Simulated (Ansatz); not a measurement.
## Ansatz (development build ahead of 0.2.0) run

```yaml
crystal:
  periodic: [false, false, false]
  atoms:
    - { symbol: Na, position_ang: [0.0, 0.0, 0.0] }
    - { symbol: H, position_ang: [0.0, 0.0, 2.758] }
basis:
  gaussian: { orbitals: pcseg-2 }
hamiltonian:
  xc: hf
```

The input is written out in the form of the current development build from the run's settings.

The run gave:

- Converged: yes
- Total energy: -162.35096 hartree
- Spin squared of the determinant: 0.000
- Stability test: minimum among restricted orbitals

Caution: stretched shape with no unrestricted run beside it, a lower state can exist.
